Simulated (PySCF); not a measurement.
Input of a run (PBE0-D3(BJ)/def2-SVP geometry optimisation, gas phase (PySCF 2.14.0)), started from GFN2-xTB:
```
{"job": {"xc": "PBE0", "basis": "def2-SVP", "d3": "d3bj", "grid": 1, "kind": "geom"}, "charge": 0, "multiplicity": 1}
C     -1.519073     1.095262    -0.471057
C     -1.006781    -0.119632    -0.393052
C     -0.102577    -0.582457     0.705464
C      1.347324    -0.650156     0.199911
O      1.868704     0.620588    -0.096367
H     -1.349138     1.831441     0.298387
H     -2.142840     1.402381    -1.293547
H     -1.188640    -0.841367    -1.179744
H     -0.146464     0.108738     1.548712
H     -0.400119    -1.576128     1.044647
H      1.397427    -1.302013    -0.686098
H      1.998483    -1.064554     0.972772
H      1.239305     1.078385    -0.667755
```

Output (energies in Eh, forces in Eh/bohr):
```
step   0  E = -231.99322056  max force = 0.013926
step   1  E = -231.99469484  max force = 0.003274
step   2  E = -231.99479063  max force = 0.000682
step   3  E = -231.99480016  max force = 0.000899
step   4  E = -231.99481824  max force = 0.000700
step   5  E = -231.99482171  max force = 0.000208
optimisation converged
```

Q: Summarise the run.

A: The energy falls by 0.044 eV over 6 energy and gradient evaluations, the largest force component goes from 0.0139 to 2.1e-04 Eh/bohr, and the atoms move by 0.058 Å rms after alignment. Among the bonds, C1–H6 and C1–H7 change most and about equally (+0.016 to +0.017 Å). Bonds longer at the end by more than 0.005 Å: 8 of 12; shorter: 2. The energy never rose by more than 1e-6 Eh on the way. The first step brought 92 % of the lowering.

Q: What are the final bond lengths?

A: C1=C2 1.336 Å, C2–C3 1.496 Å, C3–C4 1.530 Å, C4–O5 1.396 Å, C1–H6 1.095 Å, C1–H7 1.093 Å, C2–H8 1.098 Å, C3–H9 1.102 Å, C3–H10 1.103 Å, C4–H11 1.111 Å, C4–H12 1.102 Å, O5–H13 0.966 Å. Numbering counts from 1 in the input's order; the species is `C=CCCO` (3-buten-1-ol).

The run used 110 basis functions and 38 SCF cycles in all. Time: 26 s wall; peak memory 0.49 GiB. Hardware: Arm Neoverse N1, one thread (shared host).

No frequency check. One conformer, not necessarily the lowest.

Shape of the structure used: `[CH2:1]=[CH:2][CH2:3][CH2:4][OH:5]`: C1–C2–C3–C4 -102°, C2–C3–C4–O5 62°, H–O5–C4–C3 -49°.
